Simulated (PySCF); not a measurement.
# Name the molecule from its bond curve

A diatomic of charge 0 contains Si. Its doublet curve at PBE0 in a triple-zeta basis (no relativity, PySCF), in eV from the separated fragments:

(R (Å), E (eV)): (1.317, -2.634), (1.379, -2.885), (1.440, -3.029), (1.486, -3.083), (1.532, -3.099), (1.578, -3.084), (1.639, -3.026), (1.716, -2.906), (1.808, -2.714), (1.930, -2.411)

The fit gives ωe = 2024 cm⁻¹ and the rotational constant Bₑ = 7.392 cm⁻¹.

Q: Which atom is the partner?

A: The minimum lies at 1.531 Å, so the reduced mass is 16.8576 u Å² cm⁻¹/(Bₑ·Re²) = 0.9729 u. With Si at 27.98 u the partner weighs about 1.0 u: H. The molecule is SiH.

The state is the lowest determinant that a PBE0 search found; another state may lie lower at other levels.
